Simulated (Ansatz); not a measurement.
Relaxation of FO₂S (4 atoms, charge -1, multiplicity 1), to a largest force component of 0.02 eV/Å in at most 40 steps.

All numbers below come from RKS B3LYP/def2-SVP (Ansatz).

```xyz
4
Properties=species:S:1:pos:R:3
F 1.153 -0.106 -1.613
O -0.942 -0.957 0.079
S 0.159 -0.064 0.414
O -0.369 1.127 1.119
```

Where does it end, and by what steps?

The forces met the threshold. Limits of this set-up: an anion without diffuse functions, the dipole of an ion depends on the origin. After 7 steps the energy has fallen by 0.877 eV; F1 moved furthest, 0.49 Å. Joined: F1–S3.

```
step  energy less start (eV)  largest force component (eV/Å)  accepted
   0                  0.0000                           1.756       yes
   1                 -0.3880                           1.549       yes
   2                 -0.7601                           0.783       yes
   3                 -0.8422                           0.884       yes
   4                 -0.8732                           0.439       yes
   5                 -0.8689                           0.608        no
   6                 -0.8769                           0.144       yes
   7                 -0.8774                           0.007       yes
```

```xyz
4
Properties=species:S:1:pos:R:3
F 0.928 0.092 -1.220
O -0.969 -1.057 0.024
S 0.208 -0.212 0.394
O -0.167 1.177 0.802
```

Whether the end is a true minimum wasn't checked by a vibrational analysis.

Time of the run: 8 s on 1 thread of Intel(R) Xeon(R) 6975P-C (Granite Rapids), with other jobs on the host, peak memory 0.13 GiB.
